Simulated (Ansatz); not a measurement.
The same path of BH₃O (5 atoms, charge 0, multiplicity 1) was run twice with different band settings. Lost on the way: B1–H4. Made: O2–H4.

The calculation used RKS PBE-D4/cc-pVDZ in Ansatz 0.2.0.

Relaxed end points:

```xyz
5
Properties=species:S:1:pos:R:3
B 0.362 -0.015 0.072
O 0.588 -0.117 1.411
H -0.242 -0.210 1.917
H 1.358 0.103 -0.616
H -0.768 -0.043 -0.387
```

```xyz
5
Properties=species:S:1:pos:R:3
B -0.045 0.021 -0.627
O 0.639 -0.060 0.798
H 0.337 -0.163 1.767
H 1.612 0.001 0.739
H -1.245 -0.081 -0.281
```

Common settings: movable images 7; climbing image yes; spring 5.0 eV/Å²; optimiser quadratic models (default); force threshold 0.03 eV/Å; iteration limit 60; end points relaxed.

| run | start path |
| --- | --- |
| 1 | through a guess of the saddle point |
| 2 | straight line |

Question: What does each run give, and how far can it be trusted?

Answer: Run 1: converged after 17 iterations, highest image 4.860 eV above the first end. Neighbouring images differ by up to 1.5 eV, so the band resolves the path poorly. A vibrational analysis at the climbing image gives one clearly imaginary mode, 897i cm⁻¹: a first-order saddle point.
Run 2: converged after 14 iterations, highest image 4.860 eV above the first end. Neighbouring images differ by up to 1.5 eV, so the band resolves the path poorly. Another band between the same ends (7 images) ends at a top of the same energy, where a vibrational analysis finds 1 clearly imaginary mode.
The orbitals stay closed-shell, which can raise the energy where a bond breaks towards radicals; this wasn't checked here.
